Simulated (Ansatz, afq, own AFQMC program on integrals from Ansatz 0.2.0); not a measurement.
**NH₃⁺, doublet in 6-31G, levels against full CI**

```xyz
4

N    -0.1010   -0.0014    0.0000
H     2.6297    0.0353   -0.0002
H    -0.6249    0.8786   -0.0028
H    -0.6011   -0.8951    0.0028
```

Basis 6-31G. Only valence electrons are correlated. AFQMC by an in-house program on the Cholesky factors that Ansatz 0.2.0 writes for its CCSD(T) run. ph-AFQMC/CISD is guided by a CISD state made of CCSD amplitudes; releasing the constraint for a short imaginary time cuts its bias at the price of noise, slowly where states lie close. Uncertainties: one standard error, sampling alone.

Determinant: UHF, the one that the program's search chose, which needn't be the lowest solution. The geometry is a point of a scan.

Full CI on the same integrals is exact in this basis and with this determinant's frozen core.

Cautions: strong correlation (T1 0.044, weight of the determinant 0.90, largest double 0.12); unrestricted determinant spin contaminated (⟨S²⟩ 1.72 against 0.75); the released energies are still falling, so no released level is given (meV from the phaseless value at times in 1/Eh: -6 ± 3 at 0.24, -7 ± 3 at 0.51, -13 ± 3 at 0.99, -18 ± 5 at 1.62, -21 ± 4 at 2.40).

```
T1 diagnostic                               : 0.0445
weight of the determinant in the CISD state : 0.899
⟨S²⟩ of the determinant                     : 1.720
size of the correlated space                : 7 electrons in 14 orbitals
```

Reference: full CI, correlation energy -2.174 eV. The cautions show a poor starting determinant, so the rows tell how each method copes with it here, and full CI is the sure value.

```
        level  E − E(reference) (kJ/mol)  share of correlation (%)
           HF                      209.7                      0.00
          MP2                       53.0                     74.75
         CCSD                        8.4                     96.00
      CCSD(T)                        5.5                     97.38
        CCSDT                        0.7                     99.65
     CCSDT(Q)                        0.0                    100.00
       CCSDTQ                        0.1                     99.98
ph-AFQMC/CISD                  3.0 ± 0.3                     98.59
```

CCSDT and higher add their correlation energy to the determinant of the CCSD(T) run, since their own runs factorise the integrals more tightly (a shift of under 2 meV). A walk keeps the symmetry of its determinant, which the program's search chose and which needn't be the lowest solution, so a lower state of the same spin and another symmetry isn't excluded.
